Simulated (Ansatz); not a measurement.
Energy needed to pull apart AlClO (SMILES [O]=[Al][Cl]), singlet, into free ground-state atoms, from the structure below (displaced at random from a GFN2-xTB minimum); no zero-point or spin–orbit terms; open-shell atoms are treated unrestricted, in their ground-state multiplicity.

```
3
angstrom
O 0.1108 1.6648 0.3227
Al 0.0397 0.1850 -0.0032
Cl -0.0007 -1.9759 -0.2780
```

Program: Ansatz 0.2.0. Basis: def2-TZVPP. Cores are frozen in the correlated methods.

| method | atomization energy (kJ/mol) |
| --- | --- |
| PBE-D4 | 949 |
| r2SCAN-D4 | 929 |
| B97M-V | 927 |
| PBE0-D4 | ? |
| BHLYP-D4 | 819 |
| wB97M-V | ? |
| HF | 526 |
| MP2 | 958 |
| CCSD | 836 |
| CCSD(T) | 874 |

Task: What does wB97M-V give? (To be estimated.)

Result: Computed: 911 kJ/mol, which is about 37 kJ/mol more than CCSD(T)/def2-TZVPP.

Task: What does PBE0-D4 give? (Judge from chemistry; the value comes from the calculation.)

Result: By the calculation: 888 kJ/mol, which is about 14 kJ/mol more than CCSD(T)/def2-TZVPP.

In triple zeta the MP2 and coupled-cluster atomization energies are still short of their basis limit by a few kcal/mol a bond, whereas those of the functionals are nearly converged, so these differences are not deviations from converged CCSD(T).

The T1 diagnostic stays at or below 0.023.

For scale, one of the runs: CCSD(T)/def2-TZVPP forces, 115 basis functions (an equivalent command: `ansatz run in.yaml --threads 4`). Time: 8.5 s of wall clock on 4 CPU threads; the host was shared. Peak host memory: 0.69 GiB.
